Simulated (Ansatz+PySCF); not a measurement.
The numbers below are computed, except where a source is named.
## Several solutions for triplet O2

```json
{"atom": "O", "x (Å)": "0.0000", "y (Å)": "0.0000", "z (Å)": "-0.8912"}
{"atom": "O", "x (Å)": "0.0000", "y (Å)": "0.0000", "z (Å)": "0.8912"}
```

Basis set: cc-pVDZ (spherical functions). Charge 0, multiplicity 3.

CASSCF(4,4) was run from several starts with Ansatz (development build ahead of 0.2.0) and PySCF 2.14.0. The starts are those of the Hartree–Fock orbitals from which the active space was taken at the frontier.

```json
{"run": "A", "program": "PySCF", "start": "program defaults", "converged": "yes", "energy (hartree)": "-149.46634", "<S²>": "2.00"}
{"run": "B", "program": "Ansatz", "start": "search for the lowest state", "converged": "yes", "energy (hartree)": "-149.57933", "<S²>": "2.00"}
{"run": "C", "program": "Ansatz", "start": "atomic start, no search", "converged": "yes", "energy (hartree)": "-149.57933", "<S²>": "2.00"}
{"run": "D", "program": "Ansatz", "start": "stability test followed", "converged": "yes", "energy (hartree)": "-149.57933", "<S²>": "2.00"}
```

Which runs reached the lowest solution of this kind, and what is wrong with the others?

B, C, D reached the lowest solution found. Converged but too high: A by 3.07 eV. Convergence only shows a stationary point; in CASSCF the end hangs on which orbitals enter the active space. Caution: other starts end on other solutions of this active space.
